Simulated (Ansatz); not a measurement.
We consider fcc Ag, described by r²SCAN-D4 (plane waves, PAW; Ansatz, a first-principles code).

Settings: plane-wave cutoff 560 eV, 24×24×24 k mesh, Fermi–Dirac smearing 0.05 eV, no spin polarisation, scalar-relativistic PAW data made under PBE.

Cell (relaxed at this level):

```cif
data_Ag
_chemical_formula_sum 'Ag1'
_space_group_name_H-M_alt 'P 1'
_space_group_IT_number 1
_cell_length_a 2.88734
_cell_length_b 2.88734
_cell_length_c 2.88734
_cell_angle_alpha 60.000
_cell_angle_beta 60.000
_cell_angle_gamma 60.000
loop_
_space_group_symop_operation_xyz
  'x, y, z'
loop_
_atom_site_label
_atom_site_type_symbol
_atom_site_fract_x
_atom_site_fract_y
_atom_site_fract_z
_atom_site_occupancy
Ag1 Ag 0.00000 0.00000 0.00000 1
```

Problem. Predict the bulk modulus and pressure derivative B′ of the bulk modulus.

Solution. 
- bulk modulus: 110 GPa
- pressure derivative B′ of the bulk modulus: 5.6

The run finds no gap.

Measured, for comparison: bulk modulus 110 GPa (corrected for temperature and zero-point phonon effects, our sources range from 104 to 111; as tabulated in Levämäki et al. (2014), arXiv:1402.3671). Computed (rounded) less measured: bulk modulus 0.0 % (inside the range of the sources held).

The computed numbers hold no vibrational or temperature effects.

Computing time: around 2.1 core-minutes (rough).
